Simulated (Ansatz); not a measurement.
Zinc-blende HgS (metastable phase), treated with HSE06 in Ansatz (plane waves, PAW).

Numerical settings: plane-wave cutoff 500 eV, 8×8×8 k mesh, Fermi–Dirac smearing 0.05 eV, scalar-relativistic PAW data made under PBE.

Cell (relaxed at this level):

```
HgS
1.0
    0.00000     2.96100     2.96100
    2.96100     0.00000     2.96100
    2.96100     2.96100     0.00000
Hg S
1 1
Direct
  0.00000   0.00000   0.00000
  0.25000   0.25000   0.25000
```

What does this level give for the band gap?


- band gap = 0.36 eV (on the SCF k mesh)

Note: exact exchange on metals is sensitive to the k mesh and can open a false gap.

Spin–orbit coupling is not included.

The computed numbers hold no vibrational or temperature effects.

The result took very roughly 10 core-minutes.

Ansatz is a quantum-chemistry and plane-wave program.
